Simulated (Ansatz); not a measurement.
**Si (Ia-3, No. 206, 8 atoms in the cell; start mp-168; another form than the element's usual one)**

All values below come from LDA (plane waves, PAW; Ansatz, a first-principles code).

Numerical settings: plane-wave cutoff 500 eV, 8×8×8 k mesh, Fermi–Dirac smearing 0.05 eV, scalar-relativistic PAW data made under PBE.

Cell (relaxed at this level):

```cif
data_Si8
_chemical_formula_sum 'Si8'
_space_group_name_H-M_alt 'P 1'
_space_group_IT_number 1
_cell_length_a 5.68697
_cell_length_b 5.68697
_cell_length_c 5.68697
_cell_angle_alpha 109.471
_cell_angle_beta 109.471
_cell_angle_gamma 109.471
loop_
_space_group_symop_operation_xyz
  'x, y, z'
loop_
_atom_site_label
_atom_site_type_symbol
_atom_site_fract_x
_atom_site_fract_y
_atom_site_fract_z
_atom_site_occupancy
Si1 Si 0.20455 0.50000 0.00000 1
Si2 Si 0.79545 0.50000 0.00000 1
Si3 Si 0.00000 0.20455 0.50000 1
Si4 Si 0.00000 0.79545 0.50000 1
Si5 Si 0.29545 0.29545 0.29545 1
Si6 Si 0.70455 0.70455 0.70455 1
Si7 Si 0.50000 0.00000 0.20455 1
Si8 Si 0.50000 0.00000 0.79545 1
```

```
Item             Result
--------  -------------
band gap  zero (no gap)
```

Note: the relaxation could not lower the start's symmetry, so the cell can be a saddle point above a distorted one.

Computed values are for the static lattice.

Computing time: roughly 40 core-seconds.

A start named mp-… is a Materials Project structure, which need not be a measured phase.
